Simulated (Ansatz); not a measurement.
From input file to script: C3H5FS, SMILES FC1CCS1 in Ansatz 0.2.0.

```yaml
crystal:
  periodic: [false, false, false]
  atoms:
    - { symbol: F, position_ang: [1.8892, -0.3958, -0.6584] }
    - { symbol: C, position_ang: [1.088, -0.0922, 0.387] }
    - { symbol: C, position_ang: [-0.1729, 0.7397, 0.0363] }
    - { symbol: C, position_ang: [-0.9691, -0.5234, -0.3679] }
    - { symbol: S, position_ang: [-0.0046, -1.4907, 0.8383] }
    - { symbol: H, position_ang: [1.6572, 0.3188, 1.2266] }
    - { symbol: H, position_ang: [-0.599, 1.2821, 0.8915] }
    - { symbol: H, position_ang: [-0.0306, 1.4648, -0.7718] }
    - { symbol: H, position_ang: [-2.0439, -0.4643, -0.1764] }
    - { symbol: H, position_ang: [-0.8144, -0.8389, -1.4054] }
basis:
  gaussian:
    orbitals: def2-SVP
hamiltonian:
  xc: cam_b3lyp
relax:
  f_tol: 0.01
```

`run_opt.py`:
```python
import itertools
import warnings

import ansatz as az
from ase.data import atomic_numbers, covalent_radii
import numpy as np
import pandas as pd

GEOMETRY = """
F     1.88920   -0.39580   -0.65840
C     1.08800   -0.09220    0.38700
C    -0.17290    0.73970    0.03630
C    -0.96910   -0.52340   -0.36790
S    -0.00460   -1.49070    0.83830
H     1.65720    0.31880    1.22660
H    -0.59900    1.28210    0.89150
H    -0.03060    1.46480   -0.77180
H    -2.04390   -0.46430   -0.17640
H    -0.81440   -0.83890   -1.40540
"""

warnings.simplefilter("ignore", az.DeckWarning)

c3h5fs = az.Crystal.molecule()
for line in GEOMETRY.strip().splitlines():
    symbol, *xyz = line.split()
    c3h5fs = c3h5fs.atom(symbol, [float(v) for v in xyz])

calculation = (
    c3h5fs.calculation()
    .basis(gaussian="def2-SVP")
    .functional("cam_b3lyp")
)
symbols = [site.symbol for site in c3h5fs.cartesian_sites]
start = np.array([site.position_ang for site in c3h5fs.cartesian_sites], dtype=float)
def progress(event):
    if event["event"] == "relax_step":
        row = event["data"]
        print(f"step {row['step']:3d}  E = {row['lagrangian_ev']:.6f} eV  largest force component {row['allowed_force_max_ev_ang']:.4f} eV/A")


data = calculation.relax(force_tolerance=0.01).session().plan().execute(on_event=progress).report
end = np.array(data["positions_ang"])

for key in ("converged", "free_energy_ev", "reference_energy_ev", "n_frozen", "n_occupied", "n_virtual"):
    print(f"{key:22s} {data[key]}")

radius = [covalent_radii[atomic_numbers[s]] for s in symbols]
span = lambda where, i, j: np.linalg.norm(where[i] - where[j])
bonded = [(i, j) for i, j in itertools.combinations(range(len(symbols)), 2) if min(span(start, i, j), span(end, i, j)) < 1.2 * (radius[i] + radius[j])]
print("pair        before    after (A)")
for i, j in bonded:
    print(f"{symbols[i]}{i}-{symbols[j]}{j}".ljust(10), f"{span(start, i, j):8.4f} {span(end, i, j):8.4f}")

charges = data["charge_distribution"]
table = pd.DataFrame({"atom": symbols, "mulliken": charges["mulliken_charges_e"], "lowdin": charges["lowdin_charges_e"]})
print(table.round(3).to_string())
print("dipole (e A):", np.round(charges["dipole_moment_e_ang"], 4) + 0.0)
with open("c3h5fs_opt.xyz", "w") as handle:
    handle.write(f"{len(symbols)}\nrelaxed C3H5FS\n")
    handle.writelines(f"{s:2s} {x:11.6f} {y:11.6f} {z:11.6f}\n" for s, (x, y, z) in zip(symbols, end))
```

```console
$ python run_opt.py
step   1  E = -16733.659044 eV  largest force component 1.4621 eV/A
step   2  E = -16733.828947 eV  largest force component 0.7081 eV/A
step   3  E = -16733.846863 eV  largest force component 0.3127 eV/A
step   4  E = -16733.857970 eV  largest force component 0.1299 eV/A
step   5  E = -16733.861228 eV  largest force component 0.2551 eV/A
step   6  E = -16733.866225 eV  largest force component 0.1068 eV/A
step   7  E = -16733.867620 eV  largest force component 0.0447 eV/A
step   8  E = -16733.868048 eV  largest force component 0.0081 eV/A
step   9  E = -16733.868355 eV  largest force component 0.0382 eV/A
step  10  E = -16733.868452 eV  largest force component 0.0198 eV/A
step  11  E = -16733.868570 eV  largest force component 0.0127 eV/A
step  12  E = -16733.868740 eV  largest force component 0.0376 eV/A
step  13  E = -16733.868889 eV  largest force component 0.0666 eV/A
step  14  E = -16733.869161 eV  largest force component 0.0984 eV/A
step  15  E = -16733.869652 eV  largest force component 0.1504 eV/A
step  16  E = -16733.870298 eV  largest force component 0.1408 eV/A
step  17  E = -16733.871112 eV  largest force component 0.1453 eV/A
step  18  E = -16733.871939 eV  largest force component 0.1023 eV/A
step  19  E = -16733.873186 eV  largest force component 0.0284 eV/A
step  20  E = -16733.873399 eV  largest force component 0.0288 eV/A
step  21  E = -16733.873537 eV  largest force component 0.0168 eV/A
step  22  E = -16733.873556 eV  largest force component 0.0038 eV/A
converged              True
free_energy_ev         -16733.873652346774
reference_energy_ev    -16733.873652346774
n_frozen               0
n_occupied             [24, 24]
n_virtual              [75, 75]
pair        before    after (A)
F0-C1        1.3516   1.3621
C1-C2        1.5508   1.5286
C1-S4        1.8312   1.8330
C1-H5        1.0945   1.1011
C2-C3        1.5468   1.5376
C2-H6        1.0987   1.0998
C2-H7        1.0950   1.0987
C3-S4        1.8223   1.8396
C3-H8        1.0933   1.0982
C3-H9        1.0954   1.0980
  atom  mulliken  lowdin
0    F    -0.228   0.037
1    C     0.165  -0.150
2    C    -0.009  -0.054
3    C    -0.063  -0.091
4    S    -0.092   0.276
5    H     0.041  -0.027
6    H     0.033   0.008
7    H     0.039   0.017
8    H     0.059  -0.009
9    H     0.057  -0.009
dipole (e A): [-0.3983  0.2947  0.1041]
```

Notes:
- Total energies depend on the basis set; only differences at equal settings carry meaning.
- The end point is the stationary point reached from this start; no frequency run checks that it is a minimum, and the basis set is modest.
- The Löwdin charges here are taken after orthogonalising the functions within each atom; they differ from plain Löwdin charges, and their signs can be unphysical.
- Timing: 2.2 min on 1 thread of Arm Neoverse V1, on a shared host, peak memory 0.36 GiB.

(Lines on the test bed's own set-up are left out of the output.)
